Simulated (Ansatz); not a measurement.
Harmonic frequencies (cm⁻¹) at PBE0-D4/def2-TZVP from Ansatz: 681, 1159, 1261.

Question: Which molecule is it?
A. `S=C=S`
B. `F[C]F`
C. `Cl[Si]Cl`
D. `O=S=O`

Answer: B.
